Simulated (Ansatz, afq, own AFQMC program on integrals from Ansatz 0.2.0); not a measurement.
## GeH2, triplet in cc-pVDZ, levels against CCSDT(Q)

| atom | x (Å) | y (Å) | z (Å) |
| --- | --- | --- | --- |
| Ge | 0.0000 | -0.0378 | 0.0294 |
| H | 0.0000 | 1.9891 | -3.4839 |
| H | 0.0000 | 0.7321 | 1.3638 |

Basis cc-pVDZ. Noble-gas cores (and the filled d shells of Ga–Kr and In–Xe) are frozen. Integrals, coupled cluster, full CI and functionals: Ansatz 0.2.0; the random walks run on the same integrals in our own AFQMC program. ph-AFQMC/CISD is guided by a CISD state made of CCSD amplitudes; releasing the constraint for a short imaginary time cuts its bias at the price of noise, slowly where states lie close. ± is one standard error of the sampling. No spin–orbit coupling.

Determinant: UHF, the one that the program's search chose, which needn't be the lowest solution. The geometry is a point of a scan.

No full CI on the walks' own integrals is used here; CCSDT(Q) serves as the reference and is uncertain by about the last step of the cluster series.

Cautions: no relativity below Rb; no spin-orbit coupling; inner d shell frozen; lower spins were not checked.

The T1 diagnostic is 0.0124, the weight of the determinant in the CISD state is 0.933 and the ⟨S²⟩ of the determinant is 2.012. The size of the correlated space is 6 electrons in 23 orbitals.

```csv
level,correlation energy (eV)
MP2,-1.6482
CCSD,-2.2327
CCSD(T),-2.2698
```

Task: Estimate where phaseless AFQMC with the Hartree–Fock trial lies against CCSD(T) on the same integrals.

Result: 0.14 ± 0.52 kcal/mol below CCSD(T). The gap is under twice the noise, so this walk alone can't tell the two apart.

Reference: CCSDT(Q), correlation energy -2.282 eV. The released energy is read at 1.50 1/Eh (meV from the phaseless value at times in 1/Eh: 2 ± 3 at 0.24, 1 ± 3 at 0.50, 1 ± 3 at 1.00, -0.5 ± 2.5 at 1.50).

```
         level  E − E(reference) (kcal/mol)  share of correlation (%)
       CCSD(T)                         0.28                     99.46
         CCSDT                         0.02                     99.96
   ph-AFQMC/HF                  0.14 ± 0.52                     99.73
 ph-AFQMC/CISD                  0.09 ± 0.07                     99.84
released AFQMC                  0.07 ± 0.06                     99.86
```

A walk keeps the symmetry of its determinant, which the program's search chose and which needn't be the lowest solution, so a lower state of the same spin and another symmetry isn't excluded. Released energies are given only where the last usable release times agree within the noise; a slower fall can still hide under it.
